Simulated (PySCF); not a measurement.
## Lithium: a sound run and one with changed settings

Sound run: Li [He] 2s1, Li⁺ 1s2. All numbers are calculated (PySCF 2.14, no relativity, point nucleus, in pcseg-2). The sound run starts from symmetry-adapted Hartree-Fock orbitals and uses a fine grid where one is needed.

Changed run: radial step 0.3 in ln r (0.13 in the sound run). This setting is unsound on purpose.

```json
{"species": "Li", "method": "UHF", "sound run (hartree)": "-7.43074", "changed run (hartree)": "-7.43074", "converged": "yes"}
{"species": "Li", "method": "M06-2X", "sound run (hartree)": "-7.48248", "changed run (hartree)": "-7.48293", "converged": "yes"}
{"species": "Li", "method": "TPSS", "sound run (hartree)": "-7.48730", "changed run (hartree)": "-7.48700", "converged": "yes"}
{"species": "Li⁺", "method": "UHF", "sound run (hartree)": "-7.23461", "changed run (hartree)": "-7.23461", "converged": "yes"}
{"species": "Li⁺", "method": "M06-2X", "sound run (hartree)": "-7.28281", "changed run (hartree)": "-7.28278", "converged": "yes"}
{"species": "Li⁺", "method": "TPSS", "sound run (hartree)": "-7.28555", "changed run (hartree)": "-7.28555", "converged": "yes"}
```

Ionisation energy of Li:

```
method  sound run (eV)  changed run (eV)
   UHF           5.337             5.337
M06-2X           5.433             5.446
  TPSS           5.490             5.482
```

A coarse radial grid mis-integrates the density and the exchange-correlation energy, with errors of either sign; Hartree-Fock needs no grid.

For comparison, NIST gives 5.392 eV between the lowest levels.
